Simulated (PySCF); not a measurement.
Input of a response calculation (the driver script's job line, then coordinates in Å):

```
{"job": {"kind": "uv", "xc": "PBE0", "basis": "def2-SVPD", "nstates": 6, "ntriplets": 2}, "charge": 0, "multiplicity": 1}
C      2.305397     0.127277     0.346333
C      1.222472     0.062349    -0.689611
C      0.003787    -0.314516    -0.453188
C     -1.215100    -0.677856    -0.197363
C     -2.311167     0.261968     0.209072
H      3.126943    -0.533868     0.071406
H      2.698334     1.141643     0.413246
H      1.926051    -0.168974     1.320867
H      1.514730     0.347028    -1.693894
H     -1.498218    -1.720888    -0.280860
H     -3.127779     0.218788    -0.511433
H     -1.942422     1.282865     0.264759
H     -2.707418    -0.025329     1.182939
```

The program printed:

```
coarse grid: 10392 points
cycle   1  E = -194.8477072886  dE =  4.454e-01  |g| = 3.329e-01  |ddm| = 7.277e+00
cycle   2  E = -194.8494710295  dE = -1.764e-03  |g| = 3.335e-01  |ddm| = 1.235e+00
cycle   3  E = -194.8808362048  dE = -3.137e-02  |g| = 3.283e-02  |ddm| = 5.730e-01
cycle   4  E = -194.8809337405  dE = -9.754e-05  |g| = 2.658e-02  |ddm| = 1.040e-01
cycle   5  E = -194.8811040484  dE = -1.703e-04  |g| = 4.053e-03  |ddm| = 6.549e-02
cycle   6  E = -194.8811080865  dE = -4.038e-06  |g| = 7.239e-04  |ddm| = 1.329e-02
final grid: 99016 points
cycle   7  E = -194.9115289740  dE = -2.352e-05  |g| = 6.684e-03  |ddm| = 1.031e-01
cycle   8  E = -194.9115278983  dE =  1.076e-06  |g| = 7.084e-03  |ddm| = 2.393e-02
cycle   9  E = -194.9115410374  dE = -1.314e-05  |g| = 4.724e-04  |ddm| = 1.183e-02
cycle  10  E = -194.9115410894  dE = -5.208e-08  |g| = 1.826e-04  |ddm| = 1.373e-03
cycle  11  E = -194.9115410976  dE = -8.134e-09  |g| = 4.017e-05  |ddm| = 5.777e-04
cycle  12  E = -194.9115410980  dE = -3.942e-10  |g| = 1.115e-05  |ddm| = 9.647e-05
converged SCF energy = -194.9115410980

Static polarisability (au): isotropic 65.885, principal 49.455 49.973 98.226

Singlet excitations
state   eV       nm        f      main configurations
  1   5.8584    211.6   0.00013   H->L+1 0.43, H-1->L 0.42
  2   6.0812    203.9   0.00005   H->L 0.48, H-1->L+1 0.41
  3   6.7930    182.5   0.00301   H->L 0.42, H-1->L+1 0.30, H->L+2 0.21
  4   6.8753    180.3   0.11336   H-1->L+2 0.53, H-1->L 0.32
  5   7.2022    172.1   0.00700   H->L+2 0.58, H-1->L+1 0.22
  6   7.5335    164.6   0.60592   H->L+1 0.35, H->L+3 0.26, H-1->L+2 0.15

Triplet excitations (Tamm-Dancoff, eV): 4.5621 4.7956
```

The calculation used PySCF 2.14.0, density-fitted response routines, TDDFT PBE0/def2-SVPD, vertical, gas phase, core orbitals frozen in the response. Geometry: GFN2-xTB; no solvent, vibrations or thermal averaging.

(1) What transition dipole goes with state 6?

(2) What is the polarisability anisotropy, √(½[(α1 − α2)² + (α2 − α3)² + (α3 − α1)²])?

(3) How many basis functions and electrons does this run hold?

(4) How much of the mean polarisability do the listed states account for?

(5) Which orbital energies lie behind H and L?

(6) Which species is it?

## Answers

(1) |μ|² = 3f / (2ΔE) = 3 × 0.6059 / (2 × 0.2769) ≈ 3.283 au, so |μ| = 4.61 D.

(2) 48.51 au.

(3) 164 basis functions for 38 electrons in 19 doubly occupied orbitals.

(4) The sum over states Σ f/ΔE² (ΔE in hartree) gives 9.83 au, 15% of the total; the rest comes from higher roots of the same response equations.

(5) HOMO -7.13 eV and LUMO 0.49 eV, a gap of 7.61 eV; state 1 differs from that by -1.75 eV.

(6) 2,3-pentadiene (`CC=C=CC`) (C5H8), point group C2.

The SCF starts on a coarse grid; the energy jumps when the final grid takes over, and dE counts afresh there. H and L stand for HOMO and LUMO.
